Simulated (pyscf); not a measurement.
Optimised with ωB97X-D3(BJ)/def2-SVP in PySCF.

For the elementary gas-phase step O=Ta(OH)(OH)–OH → O=Ta(=O)–OH + H₂O (singlet surface; O–Ta, H–O broken, H–O formed), what barrier and reaction energy does ωB97M-D3(BJ)/def2-TZVP give, measured from the reactant's lowest minimum found?

ΔE‡ = 236.3 kJ/mol, ΔE = +371.3 kJ/mol. Zero-point energy shifts the barrier by -6.0 kJ/mol. It is an elimination, with an imaginary mode of 1355i cm⁻¹. On the reactant side the descent ends in a point that may be a rotor saddle (no frequency run), 10.8 kJ/mol over the lowest minimum found and 226.9 kJ/mol under the saddle at ωB97X-D3(BJ)/def2-TZVP. On the product side the descent ends in an adduct with a O–Ta contact, 185.1 kJ/mol under the separated species and 39.2 kJ/mol under the saddle at ωB97X-D3(BJ)/def2-TZVP. At ωB97M-D3(BJ) the saddle lies under the separated products, which points to a path from their complex (located at ωB97X-D3(BJ) alone), and parting the products costs more than the saddle. What is counted as broken (O–Ta) persists as a longer contact in the product adduct; parting that adduct is a step of its own. At the saddle there is also a short H–Ta contact that neither side keeps. The same reactants have a lower exit, to O=Ta(OH)(OH)–OH (barrier +200.7 kJ/mol at ωB97M-D3(BJ)/def2-TZVP, against +236.3 kJ/mol here). One saddle was located; it need not be the lowest between these sides. Elements past Kr carry the def2 core potentials, without spin-orbit coupling.
